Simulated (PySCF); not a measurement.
Species: 3-amino-3-methyl-1-butyne, C5H9N.
SMILES: `CC(C#C)(C)N`

Torsions of this conformer, `[CH:1]#[C:2][C:3]([CH3:4])([CH3:5])[NH2:6]`: H–N6–C3–C2 -60°, H–N6–C3–C2 60°.

The closed-shell ground state was solved at several levels (PySCF, density fitting, gas phase, non-relativistic). The structure is a single GFN2-xTB conformer in the gas phase; no vibrational or solvent corrections.

```tsv
level	basis functions	total energy (Eh)	HOMO (eV)	LUMO (eV)	gap (eV)	dipole (D)
PBE0/pcSseg-1	147	-250.2933	-6.99	1.27	8.26	0.55
B3LYP/pcJ-1	252	-250.6527	-6.72	0.98	7.70	0.57
```

Task: Estimate the row for B3LYP/def2-SVPD, a basis of 192 functions; the other rows only guide the guess.

Result: Total energy -250.4665 Eh, HOMO -6.86 eV, LUMO 0.30 eV, gap 7.16 eV, dipole 0.52 D.

Task: Over all these levels, which gives the widest orbital gap and which the narrowest?

Result: PBE0/pcSseg-1 (global hybrid, 25 % exact exchange) has the widest, 8.26 eV, and B3LYP/def2-SVPD (global hybrid, 20 % exact exchange) the narrowest, 7.16 eV. Functional and basis both differ between the two, so the spread mixes both effects.

Task: How far do the dipole and the HOMO energy spread over the levels?

Result: The dipole runs from 0.52 to 0.57 D (mean 0.55 D) and the HOMO from -6.99 to -6.72 eV.
